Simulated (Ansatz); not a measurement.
# C₆H₈: one species, many methods

One table from this session's results is given with a row withheld; the runs are named, their logs left out.

Program: Ansatz 0.2.0, Gaussian basis. Level of theory: functionals in def2-TZVPP, the program's frozen cores in correlated methods. These are calculated values, not measurements.

Levels to be run: LDA (SPW92), PBE-D4, revPBE-D4, BLYP-D4, r2SCAN-D4, B97M-V, PBE0-D4, B3LYP-D4, r2SCANh-D4, r2SCAN0-D4, HSE06-D4, BHLYP-D4, CAM-B3LYP-D4, LC-ωPBE, ωB97X-V, ωB97M-V, B2PLYP, PBE-QIDH; CCSD(T)/def2-SVP; CCSD(T)/def2-TZVPP; MP2/def2-QZVPP; extrapolation to the limit; RPA on PBE.

## The geometry

An earlier PBE0-D4 in a triple-zeta def2 set relaxation fixed the geometry.

SMILES `C=C1CCC1=C`, 14 atoms, charge 0, spin multiplicity 1.

Atoms are counted from 1 here; the program's logs count them from 0.

Bond lengths: C1–C2 1.327 Å, C1–H7 1.084 Å, C1–H8 1.084 Å, C2–C3 1.518 Å, C2–C5 1.475 Å, C3–C4 1.554 Å, C3–H9 1.092 Å, C3–H10 1.092 Å, C4–C5 1.518 Å, C4–H11 1.092 Å, C4–H12 1.092 Å, C5–C6 1.327 Å, C6–H13 1.084 Å, C6–H14 1.084 Å. Angles: C2–C1–H7 121.4°, C2–C1–H8 121.3°, H7–C1–H8 117.3°, C1–C2–C3 134.0°, C1–C2–C5 134.5°, C3–C2–C5 91.5°, C2–C3–C4 88.5°, C2–C3–H9 114.6°, C2–C3–H10 114.6°, C4–C3–H9 114.8°, C4–C3–H10 114.8°, H9–C3–H10 108.6°, C3–C4–C5 88.5°, C3–C4–H11 114.8°, C3–C4–H12 114.8°, C5–C4–H11 114.6°, C5–C4–H12 114.6°, H11–C4–H12 108.6° and more.

Set-up of the first run:

Contents of in.yaml:

```yaml
crystal:
  periodic: [false, false, false]
  atoms:
    - {symbol: C, position_ang: [-0.931738, -0.914056, 1.588030]}
    - {symbol: C, position_ang: [-0.153969, -0.452491, 0.617263]}
    - {symbol: C, position_ang: [1.269674, -0.741973, 0.178356]}
    - {symbol: C, position_ang: [1.090301, 0.305747, -0.955073]}
    - {symbol: C, position_ang: [-0.324779, 0.540993, -0.459685]}
    - {symbol: C, position_ang: [-1.318531, 1.329936, -0.847475]}
    - {symbol: H, position_ang: [-0.579768, -1.667659, 2.283509]}
    - {symbol: H, position_ang: [-1.945689, -0.551846, 1.717450]}
    - {symbol: H, position_ang: [2.033222, -0.491830, 0.917536]}
    - {symbol: H, position_ang: [1.440134, -1.764117, -0.165376]}
    - {symbol: H, position_ang: [1.747032, 1.174989, -0.883586]}
    - {symbol: H, position_ang: [1.156569, -0.097779, -1.967367]}
    - {symbol: H, position_ang: [-2.271297, 1.331354, -0.329522]}
    - {symbol: H, position_ang: [-1.211164, 1.998723, -1.694051]}
basis:
  gaussian: {orbitals: def2-TZVPP}
hamiltonian: {xc: lda}
output: {orbitals: {seedname: orbitals}}
```

Started as:

```bash
> ansatz run in.yaml --threads 4 --pin off --events-out ev --progress --plain --max-ram 10444MiB
```

Steps of the session up to this table: LDA; PBE-D4 (GGA); revPBE-D4 (GGA); BLYP-D4 (GGA); r2SCAN-D4 (meta-GGA); B97M-V (meta-GGA); PBE0-D4 (hybrid); B3LYP-D4 (hybrid); r2SCANh-D4 (hybrid); r2SCAN0-D4 (hybrid); HSE06-D4 (hybrid); BHLYP-D4 (hybrid); CAM-B3LYP-D4 (range-separated); LC-ωPBE (range-separated); ωB97X-V (range-separated); ωB97M-V (range-separated); B2PLYP (double hybrid); PBE-QIDH (double hybrid).

One table of the session follows, with a row left open; its other results are not shown here.

It belongs to the step «Orbital energies across the functionals». 

| functional | HOMO (eV) | gap (eV) |
| --- | --- | --- |
| LDA (SPW92) | -5.73 | 3.53 |
| PBE-D4 | -5.56 | 3.58 |
| revPBE-D4 | -5.50 | 3.59 |
| BLYP-D4 | -5.39 | 3.57 |
| r2SCAN-D4 | ? | ? |
| B97M-V | -5.70 | 3.94 |
| PBE0-D4 | -6.55 | 5.47 |
| B3LYP-D4 | -6.35 | 5.08 |
| r2SCANh-D4 | -6.09 | 4.60 |
| r2SCAN0-D4 | -6.66 | 5.66 |
| HSE06-D4 | -6.16 | 4.70 |
| BHLYP-D4 | -7.40 | 7.36 |
| CAM-B3LYP-D4 | -7.80 | 7.82 |
| LC-ωPBE | -9.14 | 10.24 |
| ωB97X-V | -8.76 | 9.81 |
| ωB97M-V | -8.68 | 9.61 |

**Question.** Estimate the row for r2SCAN-D4.

Worked estimate for «HOMO (eV)». Against the share of exact exchange, r2SCANh-D4 (0.1, -6.09), r2SCAN0-D4 (0.25, -6.66) give a slope of -3.80 per unit share; at 0 the line stands at -5.71.

**Answer.** HOMO (eV): -5.71; gap (eV): 3.89. In «HOMO (eV)» the line misses by 0.00.
